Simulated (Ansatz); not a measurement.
CH5BO, SMILES `BCO`, 8 atoms. Charge 0, multiplicity 1. All runs use 2 threads of an Arm Neoverse V2 on a shared host. Correlated methods freeze the cores. Open-shell runs search over several starts.

Q: How many basis functions does each run have, and how long does it take in Ansatz? RKS LC-ωPBE/def2-TZVPP energy; direct RPA on PBE orbitals/def2-TZVPP energy; UKS ωB97X-V/def2-TZVPP energy of the cation; UKS ωB97M-V/def2-TZVPP energy of the cation; RKS SPW92 (LDA)/def2-TZVPP energy; UKS B2PLYP (frozen core)/def2-TZVPP energy of the cation; UHF-MP2/def2-QZVPP energy of the cation; RHF-CCSD(T)/def2-TZVPP energy; RHF-CCSD(T)/def2-SVP energy; RKS PBE0-D4/def2-TZVP relaxation (9 steps); UHF-CCSD(T)/def2-TZVPP energy of the cation; RKS PBE0-D4/def2-QZVPP energy. (Best estimate.)

A: The calculation gave: Other jobs shared the machine, so times are rough.

```
                                level                   job  functions  wall time  peak host memory (GiB)
           RKS SPW92 (LDA)/def2-TZVPP                energy        163      0.7 s                    0.14
                 RHF-CCSD(T)/def2-SVP                energy         67      1.1 s                    0.17
               RKS LC-ωPBE/def2-TZVPP                energy        163      1.6 s                    0.18
direct RPA on PBE orbitals/def2-TZVPP                energy        163      2.7 s                    0.27
               RKS PBE0-D4/def2-QZVPP                energy        321      4.1 s                    0.73
  UKS B2PLYP (frozen core)/def2-TZVPP  energy of the cation        163        8 s                    0.39
                RKS PBE0-D4/def2-TZVP  relaxation (9 steps)        123       16 s                    0.18
               UKS ωB97X-V/def2-TZVPP  energy of the cation        163       19 s                    0.52
               RHF-CCSD(T)/def2-TZVPP                energy        163       20 s                     1.3
               UKS ωB97M-V/def2-TZVPP  energy of the cation        163       23 s                    0.56
                   UHF-MP2/def2-QZVPP  energy of the cation        321       45 s                     1.3
               UHF-CCSD(T)/def2-TZVPP  energy of the cation        163       95 s                     3.2
```

LC-ωPBE has ω = 0.4 bohr⁻¹.
